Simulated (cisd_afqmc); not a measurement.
Input (AFQMC/CISD/cc-pVDZ; cisd_afqmc is a phaseless AFQMC code with CISD trial states that reads the integrals written by Ansatz):

Ansatz 0.2 input:
```python
import cisd_afqmc

open("ham.yaml", "w").write("""\
crystal:
  periodic: [false, false, false]
  atoms:
    - {symbol: C, position_ang: [-0.00000000, -0.00000000, -0.49689011]}
    - {symbol: N, position_ang: [0.00000000, 0.00000000, 0.64927938]}
    - {symbol: H, position_ang: [-0.00000000, -0.00000000, -1.56361504]}
basis:
  gaussian:
    orbitals: cc-pVDZ
magnetization: {spin_polarized: false}
correlation: {method: ccsd, electrons: outside_noble_gas, hamiltonian_folder: ham}
""")
rep = cisd_afqmc.ansatz("ham.yaml")
e_ccsd = rep["correlation"]["coupled_cluster"]["energy"]["hartree"]
out = cisd_afqmc.run("ham", e_ccsd, trial="CISD", walkers=200, populations=8, threads=8, dt=0.005, steps=40, early=24, settle=10, least=32,
    cut=5e-5, rank_cut=2e-4, target=0.0004, seconds=1500, seed=1, memory=12960, gpu=False)
```

Output:

```
orbitals 31, occupied [5], factors 165 of 313, rank of the doubles 83 of 130
E(HF) = -92.883830
E(CCSD) on the cut factors = -93.175823, shift to the whole factors -0.000013
Energy of the trial state on the determinant = -93.175786
  tau behind 7.2 of longer steps, mean of the populations' last blocks
   2.0  -93.18818
   4.0  -93.18869
   6.0  -93.19057
   8.0  -93.18882
  10.0  -93.18900
blocks 502 (1 outliers left out), error by blocks joined: 1: 0.00021, 2: 0.00025, 4: 0.00030, 8: 0.00036, 16: 0.00039
E(AFQMC/CISD) = -93.18867 +/- 0.00039
```
